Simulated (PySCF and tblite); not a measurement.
Values are calculated unless marked as measured or tabulated.
System: C6H10, numbered as in [CH2:1]=[C:2]([CH3:3])[C:4](=[CH2:5])[CH3:6].

Motion: rotation about the C2–C4 bond (torsion C1–C2–C4–C5 from -180° to -43°, rising). GFN2-xTB gives an electronic barrier of 1.7 kcal/mol and a reaction energy of 0.4 kcal/mol.

revPBE/pcSseg-1 + D3(BJ), IEF-PCM acetone on PBE0-D3(BJ)/def2-SVP geometries gives 4.0 kcal/mol and k(298 K) = 4.4×10¹⁰ s⁻¹.

(1) What does CAM-B3LYP/pcSseg-1 + D3(BJ), IEF-PCM acetone give on PBE0-D3(BJ)/def2-SVP geometries?

Programs: tblite and PySCF.

Results:

(1) A barrier of 3.6 kcal/mol, 0.4 below the first DFT barrier (from unrounded values), a reaction energy of 1.9 kcal/mol and, with GFN2-xTB thermal terms, ΔG‡(298 K) = 2.9 kcal/mol and k = 9×10¹⁰ s⁻¹ (2 equivalent paths).
